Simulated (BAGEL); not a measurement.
**A workflow on BH2Cl (SMILES BCl)**

Aim: the energy (HF/6-31G*), then a single-point energy (NEVPT2(2,2)/6-31G*), then a single-point energy (CASPT2(2,2)/6-31G*) of BH2Cl. 

Program for the calculation: BAGEL 1.2.2.

2 further runs of the same task are left out: 2 set aside as unsound or not needed.

## (1) The structure to begin with

BH2Cl: 4 atoms, total charge 0, spin state singlet. SMILES: `BCl`. The B1–Cl2 distance was set to 2.340 Å, away from the relaxed value.

Bond lengths: B1–H3 1.190 Å, B1–H4 1.190 Å. Angles: H3–B1–H4 123.7°. A long bond or contact: B1–Cl2 2.340 Å.

## (2) A single-point energy at HF/6-31G(d) (density fitting with svp-jkfit, spherical functions) (run 1)

calc.json reads:

```json
{ "bagel": [

{
  "title": "molecule",
  "basis": "6-31gs.json",
  "df_basis": "svp-jkfit",
  "angstrom": true,
  "geometry": [
    { "atom": "B", "xyz": [      -0.635274,       0.167644,      -0.354064 ] },
    { "atom": "Cl", "xyz": [       1.365000,      -0.395300,       0.721200 ] },
    { "atom": "H", "xyz": [      -1.624774,      -0.413556,      -0.038364 ] },
    { "atom": "H", "xyz": [      -0.605174,       1.018744,      -1.185364 ] }
  ]
},

{ "title": "hf" },

{ "title": "print", "file": "orbitals.molden", "orbitals": true }

]}
```

The basis set 6-31G* is read from a file made from the Basis Set Exchange's data (not shown).

Command:

```
$ BAGEL_NUM_THREADS=1 BAGEL calc.json > calc.out
```

Standard output:

```text
* using 1 threads per process

  ===============================================================
  ===============================================================

  *** Geometry ***

  { "atom" : "B", "xyz" : [     -1.200494,      0.316801,     -0.669084 ] },
  { "atom" : "Cl", "xyz" : [      2.579476,     -0.747009,      1.362870 ] },
  { "atom" : "H", "xyz" : [     -3.070378,     -0.781508,     -0.072497 ] },
  { "atom" : "H", "xyz" : [     -1.143613,      1.925147,     -2.240013 ] },

  Number of auxiliary basis functions:      239

  Since a DF basis is specified, we compute 2- and 3-index integrals:
    o Being stored without compression. Storage requirement is 0.002 GB

  Number of basis functions:       36
  Number of electrons      :       24

    * METHOD: MOLECULE                             0.04

  *** RHF ***

  === Nuclear Repulsion ===
    29.7555699362

      * DIIS with orbital gradients will be used.

  === RHF iteration (6-31gs.json) ===
      0       -485.21295382          0.01770562           0.00
      1       -485.26746412          0.00755169           0.00
      2       -485.27914950          0.00214231           0.00
      3       -485.28016968          0.00032189           0.00
      4       -485.28020886          0.00009752           0.00
      5       -485.28021398          0.00003115           0.00
      6       -485.28021443          0.00000708           0.00
      7       -485.28021445          0.00000099           0.00
      8       -485.28021445          0.00000021           0.00
      9       -485.28021445          0.00000006           0.00
     10       -485.28021445          0.00000001           0.00
    * SCF iteration converged.

    * Permanent dipole moment:
           (    1.404734,    -0.395365,     0.755159) a.u.

    * METHOD: HF                                   0.09

    * METHOD: PRINT                                0.00

  ===============================================================
```

Wall time 0.36 s (1 thread of Arm Neoverse V2, shared host); peak memory 0.14 GiB.

## (3) The energy at NEVPT2(2,2)/6-31G(d) (density fitting with svp-jkfit, spherical functions) (run 2)

nevpt2.json reads:

```json
{ "bagel" : [

{
  "title" : "molecule",
  "basis" : "6-31gs.json",
  "df_basis" : "svp-jkfit",
  "angstrom" : "true",
  "geometry" : [
    { "atom" : "B", "xyz" : [   -0.635274,    0.167644,   -0.354064 ] },
    { "atom" : "Cl", "xyz" : [    1.365000,   -0.395300,    0.721200 ] },
    { "atom" : "H", "xyz" : [   -1.624774,   -0.413556,   -0.038364 ] },
    { "atom" : "H", "xyz" : [   -0.605174,    1.018744,   -1.185364 ] }
  ]
},
{ "title" : "hf" },
{ "title" : "casscf", "nstate" : 1, "nact" : 2, "nclosed" : 11, "active" : [10, 14], "maxiter" : 200, "natocc" : "true" },
{ "title" : "nevpt2", "nstate" : 1, "nact" : 2, "nclosed" : 11, "active" : [10, 14], "maxiter" : 200, "natocc" : "true", "ncore" : 6 },
{ "title" : "print", "file" : "orbitals.molden", "orbitals" : "true" }

]}
```

The basis set 6-31G* is read from a file made from the Basis Set Exchange's data (not shown).

Command:

```
$ BAGEL_NUM_THREADS=1 BAGEL nevpt2.json > nevpt2.out
```

Standard output:

```text
* using 1 threads per process

  ===============================================================
  ===============================================================

  *** Geometry ***

  { "atom" : "B", "xyz" : [     -1.200494,      0.316801,     -0.669084 ] },
  { "atom" : "Cl", "xyz" : [      2.579476,     -0.747009,      1.362870 ] },
  { "atom" : "H", "xyz" : [     -3.070378,     -0.781508,     -0.072497 ] },
  { "atom" : "H", "xyz" : [     -1.143613,      1.925147,     -2.240013 ] },

  Number of auxiliary basis functions:      239

  Since a DF basis is specified, we compute 2- and 3-index integrals:
    o Being stored without compression. Storage requirement is 0.002 GB

  Number of basis functions:       36
  Number of electrons      :       24

[... 15 lines left out ...]
    * SCF iteration converged.
[... 1 line left out ...]
    * Permanent dipole moment:
[... 27 lines left out ...]
    * Second-order optimization converged. *
[... 1 line left out ...]
     guess   0:   closed 1.                   open ..

  === FCI iteration ===

      0  0      -485.27833148     6.49e-02      0.00
      1  0      -485.29901477     1.22e-02      0.00
      2  0 *    -485.30037295     3.34e-16      0.00

     * ci vector, state   0, <S^2> = 0.0000
       2.     0.9855453309
       .2    -0.1694119260

    * METHOD: CASSCF                               0.30

    * freezing 6 orbitals

  === DF-NEVPT2 calculation ===

    * 3-index integral transformation done
    * assembly done

      NEVPT2 correlation energy:   -0.1800380956      0.01

          (+0)     -0.1060183322
          (+0)'    -0.0233429987
          (+1)     -0.0106966183
          (+1)'    -0.0000000000
          (+2)     -0.0008186428
          (-1)     -0.0351070505
          (-1)'     0.0000000000
          (-2)     -0.0040544531

      NEVPT2 total energy:       -485.4804110421

    * METHOD: NEVPT2                               0.02

    * METHOD: PRINT                                0.00

  ===============================================================
```

Wall time 0.68 s (1 thread of Arm Neoverse V2, shared host); peak memory 0.14 GiB.

## (4) A single-point energy at CASPT2(2,2)/6-31G(d) (density fitting with svp-jkfit, spherical functions) (run 3)

calc.json reads:

```json
{ "bagel" : [

{
  "title" : "molecule",
  "basis" : "6-31gs.json",
  "df_basis" : "svp-jkfit",
  "angstrom" : "true",
  "geometry" : [
    { "atom" : "B", "xyz" : [   -0.635274,    0.167644,   -0.354064 ] },
    { "atom" : "Cl", "xyz" : [    1.365000,   -0.395300,    0.721200 ] },
    { "atom" : "H", "xyz" : [   -1.624774,   -0.413556,   -0.038364 ] },
    { "atom" : "H", "xyz" : [   -0.605174,    1.018744,   -1.185364 ] }
  ]
},
{
  "title" : "hf"
},
{
  "title" : "casscf",
  "nstate" : 1,
  "nact" : 2,
  "nclosed" : 11,
  "active" : [10, 14],
  "maxiter" : 200,
  "natocc" : "true"
},
{
  "title" : "print",
  "file" : "orbitals.molden",
  "orbitals" : "true"
},
{
  "title" : "smith",
  "method" : "caspt2",
  "ms" : "true",
  "xms" : "true",
  "sssr" : "true",
  "shift" : 0.2,
  "shift_imag" : "true",
  "ncore" : 6
}

]}
```

The basis set 6-31G* is read from a file made from the Basis Set Exchange's data (not shown).

Command:

```
$ BAGEL_NUM_THREADS=1 BAGEL calc.json > calc.out
```

Standard output:

```text
* using 1 threads per process

  ===============================================================
  ===============================================================

  *** Geometry ***

  { "atom" : "B", "xyz" : [     -1.200494,      0.316801,     -0.669084 ] },
  { "atom" : "Cl", "xyz" : [      2.579476,     -0.747009,      1.362870 ] },
  { "atom" : "H", "xyz" : [     -3.070378,     -0.781508,     -0.072497 ] },
  { "atom" : "H", "xyz" : [     -1.143613,      1.925147,     -2.240013 ] },

  Number of auxiliary basis functions:      239

  Since a DF basis is specified, we compute 2- and 3-index integrals:
    o Being stored without compression. Storage requirement is 0.002 GB

  Number of basis functions:       36
  Number of electrons      :       24

[... 15 lines left out ...]
    * SCF iteration converged.
[... 1 line left out ...]
    * Permanent dipole moment:
[... 27 lines left out ...]
    * Second-order optimization converged. *
[... 9 lines left out ...]
     * ci vector, state   0, <S^2> = 0.0000
[... 16 lines left out ...]
    * Zeroth order energy : state  0       -0.9074074859
[... 4 lines left out ...]
       #      aibj      arbs      arbi      airj      risj      airs      arst      rist         Etot      error   time
[... 2 lines left out ...]
       0  -0.10565  -0.00480  -0.03541  -0.01095  -0.00108  -0.02032  -0.00000  -0.00000   -0.1781985  0.0023332   0.01
       1  -0.10571  -0.00482  -0.03548  -0.01103  -0.00111  -0.02057  -0.00000  -0.00000   -0.1787281  0.0002794   0.01
       2  -0.10572  -0.00482  -0.03547  -0.01103  -0.00111  -0.02058  -0.00000  -0.00000   -0.1787378  0.0000421   0.01
       3  -0.10572  -0.00482  -0.03547  -0.01103  -0.00112  -0.02058  -0.00000  -0.00000   -0.1787380  0.0000062   0.01
       4  -0.10572  -0.00482  -0.03547  -0.01103  -0.00112  -0.02058   0.00000  -0.00000   -0.1787380  0.0000009   0.01

      ------------------------------------------------------------------------------------------------------------------

    * CASPT2 energy : state  0     -485.4802682259
        w/o shift correction       -485.4791109188
        reference weight              0.9362281140

    * METHOD: SMITH                                0.05

  ===============================================================
```

Run time: 0.74 s. Hardware: 1 thread of Arm Neoverse V2, shared host; peak memory 0.14 GiB.

## (5) Results

```
                               quantity          value
         run 1, HF/6-31G*: total energy  -485.28021 Eh
        run 1, HF/6-31G*: dipole moment         4.18 D
          run 1, HF/6-31G*: HOMO energy      -11.55 eV
          run 1, HF/6-31G*: LUMO energy        0.94 eV
        run 1, HF/6-31G*: HOMO–LUMO gap       12.48 eV
run 2, NEVPT2(2,2)/6-31G*: total energy  -485.48041 Eh
run 3, CASPT2(2,2)/6-31G*: total energy  -485.48027 Eh
```
